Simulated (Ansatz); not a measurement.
# C2H5F2N: a ladder of functionals and wavefunction methods

The task here is to estimate one member of a computed series from the others.

The runs use Ansatz 0.2.0, Gaussian basis; functionals in def2-TZVPP, the program's frozen cores in correlated methods.

Levels to be run: PBE-D4, r2SCAN-D4, PBE0-D4, B3LYP-D4, ωB97X-V, ωB97M-V, B2PLYP; CCSD(T)/def2-TZVPP; MP2/def2-QZVPP; extrapolation to the limit.

### Structure used throughout

All runs share one geometry, relaxed beforehand with PBE0-D4 in a triple-zeta def2 set.

SMILES `NCC(F)F`, 10 atoms, charge 0, spin multiplicity 1.

Atoms are counted from 1 here; the program's logs count them from 0.

Bond lengths: N1–C2 1.443 Å, N1–H6 1.012 Å, N1–H7 1.012 Å, C2–C3 1.512 Å, C2–H8 1.094 Å, C2–H9 1.094 Å, C3–F4 1.361 Å, C3–F5 1.361 Å, C3–H10 1.096 Å. Angles: C2–N1–H6 110.4°, C2–N1–H7 110.4°, H6–N1–H7 107.2°, N1–C2–C3 115.3°, N1–C2–H8 109.6°, N1–C2–H9 109.6°, C3–C2–H8 107.5°, C3–C2–H9 107.5°, H8–C2–H9 106.9°, C2–C3–F4 110.2°, C2–C3–F5 110.2°, C2–C3–H10 113.6°, F4–C3–F5 106.8°, F4–C3–H10 107.9°, F5–C3–H10 107.9°.

Coordinates:

```xyz
10
C2H5F2N
N    -1.4141    0.3419    0.0631
C    -0.2726   -0.4552    0.4410
C     1.0342   -0.0586   -0.2075
F     0.9287   -0.1333   -1.5627
F     1.3350    1.2347    0.0929
H    -1.2586    1.3145    0.2970
H    -1.5619    0.2950   -0.9374
H    -0.4586   -1.5045    0.1933
H    -0.1316   -0.4050    1.5248
H     1.8826   -0.6806    0.0982
```

Set-up of the first run:

Input file in.yaml:

```yaml
crystal:
  periodic: [false, false, false]
  atoms:
    - {symbol: N, position_ang: [-1.414101, 0.341869, 0.063115]}
    - {symbol: C, position_ang: [-0.272589, -0.455202, 0.440985]}
    - {symbol: C, position_ang: [1.034157, -0.058584, -0.207474]}
    - {symbol: F, position_ang: [0.928655, -0.133264, -1.562721]}
    - {symbol: F, position_ang: [1.335023, 1.234733, 0.092890]}
    - {symbol: H, position_ang: [-1.258599, 1.314548, 0.297022]}
    - {symbol: H, position_ang: [-1.561936, 0.294961, -0.937355]}
    - {symbol: H, position_ang: [-0.458568, -1.504545, 0.193317]}
    - {symbol: H, position_ang: [-0.131571, -0.405021, 1.524796]}
    - {symbol: H, position_ang: [1.882629, -0.680594, 0.098225]}
basis:
  gaussian: {orbitals: def2-TZVPP}
hamiltonian: {xc: pbe, dispersion: d4}
output: {forces: true, orbitals: {seedname: orbitals}}
```

Started as:

```sh
> ansatz run in.yaml --threads 4 --pin off --events-out ev --progress --plain --max-ram 10444MiB
```

Steps of the session up to this table: PBE-D4 (GGA); r2SCAN-D4 (meta-GGA); PBE0-D4 (hybrid); B3LYP-D4 (hybrid); ωB97X-V (range-separated); ωB97M-V (range-separated); B2PLYP (double hybrid); CCSD(T) in def2-TZVPP; MP2 in def2-QZVPP.

One table of the session follows, with a row left open; its other results are not shown here.

```
            method  atomisation energy (kcal/mol)
            PBE-D4                          933.5
         r2SCAN-D4                          904.9
           PBE0-D4                          908.7
          B3LYP-D4                          904.9
           ωB97X-V                          908.4
           ωB97M-V                          908.7
            B2PLYP                          895.8
     HF/def2-TZVPP                          631.2
    MP2/def2-TZVPP                          898.9
   CCSD/def2-TZVPP                          864.6
CCSD(T)/def2-TZVPP                          879.2
           MP2/CBS                          924.2
       CCSD(T)/CBS                              ?
```

Q: Estimate the row for CCSD(T)/CBS from the others.

The run gave: atomisation energy (kcal/mol): 904.5. In the column «atomisation energy (kcal/mol)» it lies between MP2/def2-TZVPP (898.9) and r2SCAN-D4 (904.9).

Limits of these values: Free atoms (1 N, 2 C, 2 F, 5 H) were run apart at each level; the atomisation energy is their sum less the molecule, without zero-point or spin-orbit terms.
